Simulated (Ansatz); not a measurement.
## Worked example: correlation energy of F2, singlet

Geometry: MP2(full)/6-31G*, from the G2/97 set.

```yaml
atoms:
  - { symbol: F, position_ang: [0.0000, 0.0000, 0.0000] }
  - { symbol: F, position_ang: [0.0000, 0.0000, 1.4206] }
```

Basis 6-31G* (Cartesian d functions); Ansatz 0.2.0. Correlated methods freeze the noble-gas cores, which leaves 14 electrons in 28 orbitals. Prefix R: restricted or restricted open-shell reference.

Full CI isn't at hand for all of this; RCCSDTQ serves as the reference, and is uncertain by about the last step of the cluster series.

Runs differ by some tens of microhartree through their thresholds, so steps under 0.03 kcal/mol mean nothing.

```
    level  total energy (hartree)
      RHF             -198.672826
     RMP2             -199.034886
    RCCSD             -199.041672
 RCCSD(T)             -199.051126
   RCCSDT             -199.051361
RCCSDT(Q)             -199.053009
  RCCSDTQ             -199.052842
```

**Question.** What is the correlation energy at RCCSDTQ, and what share of it do RMP2 and RCCSD(T) recover?

**Answer.** E(corr) = -199.052842 − (-198.672826) = -0.380016 hartree = -10.341 eV. RMP2: -0.362060 / -0.380016 = 95.27 %. RCCSD(T): -0.378300 / -0.380016 = 99.55 %.

**Question.** By how many kcal/mol does RCCSD(T) miss RCCSDTQ (1 hartree = 627.509 kcal/mol), and which steps make up the rest?

**Answer.** -199.051126 − (-199.052842) = 0.001716 hartree = 1.08 kcal/mol. Steps: RCCSDT − RCCSD(T) = -0.15, RCCSDT(Q) − RCCSDT = -1.03, RCCSDTQ − RCCSDT(Q) = 0.10 kcal/mol. With more than one leading determinant such errors change with state and geometry, and needn't cancel in differences.
